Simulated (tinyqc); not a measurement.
Inside a calculation (part 2 of 2). Method: UKS/BP86 in the sto-6g basis, for NH, spin multiplicity 3. Computed by tinyqc, a small Python program that keeps every step (integrals from PySCF). Command: `OMP_NUM_THREADS=1 python tinyqc.py 31409 31410 out.jsonl` (the two numbers bound the seeds that draw the settings). One thread of a shared host (Intel(R) Xeon(R) Processor @ 2.60GHz), about 2 s of CPU time with the checks.

Geometry (angstrom):
```
atom        x        y        z
N     0.00000  0.00000  0.00000
H     0.00000  0.00000  1.30000
```

## Convergence

Stop when the energy changes by less than 1e-10 hartree and every element of the error matrix X^T (F D S - S D F) X (for each spin) is below 3e-06.

Course of the cycle:
```
iteration  E (hartree)     change  largest element of the error matrix
1          -55.1017097          -                             3.44e-01
2          -55.0030282   9.87e-02                             4.31e-02
3          -55.0007981   2.23e-03                             5.99e-02
4          -54.9947340   6.06e-03                             7.90e-02
5          -54.9813902   1.33e-02                             1.13e-01
6          -54.9627941   1.86e-02                             1.41e-01
7          -54.9244323   3.84e-02                             1.95e-01
8          -54.8926263   3.18e-02                             2.12e-01
9          -54.8313930   6.12e-02                             2.66e-01
10         -54.8174474   1.39e-02                             2.53e-01
11         -54.7669685   5.05e-02                             2.95e-01
12         -54.7810006  -1.40e-02                             2.65e-01
13         -54.7451111   3.59e-02                             3.02e-01
14         -54.7705358  -2.54e-02                             2.68e-01
...                ...        ...                                  ...
63         -54.7382584   2.92e-02                             3.04e-01
64         -54.7674182  -2.92e-02                             2.69e-01
65         -54.7382584   2.92e-02                             3.04e-01
66         -54.7674182  -2.92e-02                             2.69e-01
67         -54.7382584   2.92e-02                             3.04e-01
68         -54.7674182  -2.92e-02                             2.69e-01
69         -54.7382584   2.92e-02                             3.04e-01
70         -54.7674182  -2.92e-02                             2.69e-01
71         -54.7382584   2.92e-02                             3.04e-01
72         -54.7674182  -2.92e-02                             2.69e-01
73         -54.7382584   2.92e-02                             3.04e-01
74         -54.7674182  -2.92e-02                             2.69e-01
75         -54.7382584   2.92e-02                             3.04e-01
76         -54.7674182  -2.92e-02                             2.69e-01
```

PySCF UKS in the same basis, fine grid, after a stability check = -55.0156754 hartree

Not converged within the cap of 76 iterations: the residual has stopped falling: the iteration swings between two states. Reruns (cap 100 unless said): DIIS 8: converged in 9; damping 0.5: converged in 28; level shift 0.5: converged in 28; atomic densities as start, DIIS 8: converged in 9; the original settings with a cap of 400: not converged.
